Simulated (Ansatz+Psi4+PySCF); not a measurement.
```xyz
2

Na    0.0000    0.0000   -1.4517
Cl    0.0000    0.0000    0.9393
```

Basis set: cc-pCVTZ on Na; cc-pV(T+d)Z on Cl (spherical functions). Left uncorrelated: 6 orbitals. Charge 0, multiplicity 1.

Computed with Ansatz (development build ahead of 0.2.0) and Psi4 1.11; each method stands on the lowest determinant of its kind that the runs found. Restricted open shells among the atoms or ions are ROHF, correlated in semicanonical orbitals with singles.

The vertical ionization energy (product with multiplicity 2 at the same shape, open shells in the same class of orbitals) of singlet NaCl:

```tsv
method	ionization energy
UHF-CCSD	8.93 eV
RHF-MP2	9.10 eV
UHF-MP2	9.13 eV
UHF	7.94 eV
RHF	8.10 eV
```

Question: What does UHF-CCSD(T) give?

Answer: 9.00 eV.
